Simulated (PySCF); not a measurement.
Computed shifts of a molecule C4H8, PySCF with HF/pcSseg-1, GIAO, gas phase, atoms alike by connectivity averaged where their shifts nearly agree, in ppm (number of nuclei): ¹³C: 153.3 (1), 120.3 (1), 26.1 (2). ¹H: 5.32 (2), 2.06 (6). References: ¹³C against TMS (σ = 192.6 ppm); ¹H against TMS (σ = 31.99 ppm), references at their B3LYP-D3(BJ)/def2-TZVP geometries, non-relativistic. The structure is a stationary point at B3LYP-D3(BJ)/def2-SVP. The values are those of a single conformer.

Problem. Which molecule gave these data?
(A) C=CCC
(B) C=C(C)C
(C) CC1CC1
(D) C1CCC1

Solution. B, C=C(C)C
